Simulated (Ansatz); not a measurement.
Al(NH3)2H3 (AlN₂H₉). Charge 0, multiplicity 1. Geometry PBE-D4/def2-SVP; atoms count from 1.

```xyz
12

Al   -0.001    0.000    0.000
N    -1.198   -1.834   -0.024
H    -1.544   -2.047   -0.970
H    -2.019   -1.758    0.592
H    -0.651   -2.646    0.292
N     1.198    1.834    0.024
H     1.258    2.259   -0.911
H     2.161    1.651    0.339
H     0.798    2.540    0.657
H     0.243   -0.180    1.608
H    -1.290    0.850   -0.542
H     1.045   -0.669   -1.066
```

(1) Estimate the Mulliken populations from the PBE0/def2-TZVP orbitals of Ansatz.

(2) And the Mayer bond orders between bonded heavy atoms (over 0.3)?

## Answers

(1) 
```csv
atom,charge (e)
Al1,0.13
N2,-0.59
H3,0.27
H4,0.27
H5,0.27
N6,-0.59
H7,0.27
H8,0.27
H9,0.27
H10,-0.19
H11,-0.19
H12,-0.19
```
Mulliken values and Mayer orders depend strongly on the basis.

(2) Al1–N2 0.36 (2.19 Å); Al1–N6 0.36 (2.19 Å).
